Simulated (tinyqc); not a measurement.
Inside a calculation. Method: RKS/PBE0 in the sto-6g basis, for HF, spin multiplicity 1. One step of it, computed by the program tinyqc.

Problem. Iteration 2: diagonalisation and new density. Diagonalise F' = X^T F X, C = X C', fill 5 alpha and 5 beta electrons from the bottom; D = 2 C_occ C_occ^T. Each column has its largest component positive (the first on a tie).

extrapolated F (hartree):
```
,1F 1s,1F 2s,1F 2px,1F 2py,1F 2pz,2H 1s
1F 1s,-23.869118,-5.855010,-0.000431,0.000149,-0.005691,-0.251696
1F 2s,-5.855010,-1.948020,-0.001259,0.000434,-0.060094,-0.207272
1F 2px,-0.000431,-0.001259,0.298201,-0.000041,0.000291,-0.002935
1F 2py,0.000149,0.000434,-0.000041,0.298095,-0.000100,0.001012
1F 2pz,-0.005691,-0.060094,0.000291,-0.000100,0.272171,-0.122304
2H 1s,-0.251696,-0.207272,-0.002935,0.001012,-0.122304,-0.285930
```

X:
```
,1,2,3,4,5,6
1F 1s,-0.674234,0.443007,0.000000,0.000000,-0.386570,0.507306
1F 2s,0.807383,-0.181610,0.000000,0.000000,-0.188973,0.596946
1F 2px,0.000000,0.000000,-0.260665,0.965429,0.000000,0.000000
1F 2py,0.000000,0.000000,0.965429,0.260665,0.000000,0.000000
1F 2pz,0.214563,0.709372,0.000000,0.000000,0.662880,0.165204
2H 1s,-0.469170,-0.624751,0.000000,0.000000,0.533484,0.373780
```

Give: F' = X^T F X; orbital energies; coefficients C; D after iteration 2.

Solution.

F' = X^T F X (hartree):
```
,1,2,3,4,5,6
1,-5.7932,4.6220,-0.0004,0.0006,-4.7978,7.3464
2,4.6220,-3.5686,-0.0012,0.0018,4.2181,-5.9799
3,-0.0004,-0.0012,0.2981,-0.0001,0.0006,0.0012
4,0.0006,0.0018,-0.0001,0.2982,-0.0008,-0.0018
5,-4.7978,4.2181,0.0006,-0.0008,-4.3766,6.6383
6,7.3464,-5.9799,0.0012,-0.0018,6.6383,-10.6317
```

orbital energies (hartree): MO1 -23.8734, MO2 -0.5666, MO3 -0.2459, MO4 0.2981, MO5 0.2982, MO6 0.3159

coefficients C:
```
,MO1,MO2,MO3,MO4,MO5,MO6
1F 1s,0.9967,-0.2367,0.0908,0.0000,-0.0002,0.0053
1F 2s,0.0140,0.9529,-0.4107,0.0000,0.0004,-0.0111
1F 2px,0.0000,0.0021,0.0042,0.3258,0.9435,0.0612
1F 2py,0.0000,-0.0007,-0.0014,0.9455,-0.3251,-0.0211
1F 2pz,0.0004,0.0825,0.1213,0.0000,-0.0653,0.9951
2H 1s,-0.0012,0.2555,0.9482,0.0000,0.0124,-0.2651
```

D after iteration 2:
```
,1F 1s,1F 2s,1F 2px,1F 2py,1F 2pz,2H 1s
1F 1s,2.1152,-0.4978,-0.0006,0.0002,-0.0162,0.0487
1F 2s,-0.4978,2.1536,0.0014,-0.0005,0.0575,-0.2919
1F 2px,-0.0006,0.0014,1.9925,0.0026,-0.1218,0.0325
1F 2py,0.0002,-0.0005,0.0026,1.9991,0.0420,-0.0112
1F 2pz,-0.0162,0.0575,-0.1218,0.0420,0.0516,0.2706
2H 1s,0.0487,-0.2919,0.0325,-0.0112,0.2706,1.9290
```
